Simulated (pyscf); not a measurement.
H₃C–ZnH + HF → CH₄ + F–ZnH (four-centre exchange; singlet surface; C–Zn, F–H broken, C–H, F–Zn formed). PySCF, gas phase, ωB97X-D3(BJ)/def2-SVP geometries. MP2 and CC: frozen core, UHF for open shells. ΔMP2 is the change of the MP2 total energy from the triple- to the quadruple-zeta basis. Energies in kcal/mol from the separated reactants.

| level | barrier | reaction energy |
|---|---|---|
| PBE/def2-TZVP | 4.9 | -26.4 |
| PBE0-D3(BJ)/def2-TZVP | … | -25.4 |
| M06-2X/def2-TZVP | 4.9 | -27.1 |
| HF/def2-TZVP | 17.9 | -31.7 |
| MP2/def2-QZVPP | 9.8 | -22.9 |
| CCSD(T)/def2-TZVPP | 9.7 | -24.8 |
| CCSD(T)/def2-TZVPP + ΔMP2(QZVPP) | … | … |

Q: What belongs in the gaps?

A: 
- PBE0-D3(BJ)/def2-TZVP, barrier: 6.1
- CCSD(T)/def2-TZVPP + ΔMP2(QZVPP), barrier: 8.8
- CCSD(T)/def2-TZVPP + ΔMP2(QZVPP), reaction energy: -24.3

This is the saddle that the search found; another between the same sides may lie lower. The CCSD(T) − MP2 part came from Ansatz, without density fitting, on the same reference. The frozen core leaves the outer d or s,p core shells of the metals and heavy elements correlated in the MP2 and CC values, and def2-TZVPP describes them poorly, which can shift differences by a few kcal/mol. Elements up to Kr have no core potential and no relativistic terms here.
